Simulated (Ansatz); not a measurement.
Zinc-blende InSb, relaxed in Ansatz (plane waves) with several semilocal functionals. Each gives its own volume and its own bulk modulus:

```tsv
level	V0 (Å³/atom)	bulk modulus B0 (GPa)	ln V0	ln B0
PBEsol-D3(BJ)	33.438	47.25	3.5097	3.8555
LDA	33.536	46.56	3.5126	3.8407
r²SCAN+rVV10	34.665	45.69	3.5457	3.8219
PBE-D4	34.950	41.99	3.5539	3.7374
PBE-D3(BJ)	35.035	41.59	3.5563	3.7279
rVV10	36.849	37.11	3.6068	3.6139
```

Task: Fit a straight line to ln B0 against ln V0. What does it predict for PBEsol, whose volume is 34.627 Å³/atom?

Result: With x = ln V0 and y = ln B0: means 3.54750 and 3.76622; Σ(Δx Δy) = -0.01563, Σ(Δx²) = 0.006285, so the slope is -2.49. At x = 3.5446 the line gives y = 3.76622 + (-2.49) × (3.5446 − 3.54750) = 3.7734, or 43.53 GPa. The run with PBEsol gives 42.82 GPa, -1.6 % from the line. The rows used scatter about it by up to 5.3 %, while the largest value lies 27 % above the smallest.

Measured: 46.1 GPa (measured, 0 K value with the zero-point phonon effect removed; as tabulated in Mejia-Rodriguez and Trickey (2018), arXiv:1807.09216).

Ansatz's density-functional and Hartree–Fock values are scalar-relativistic unless marked +SOC, with PAW data made under PBE.

Ansatz is a program for electronic structure.
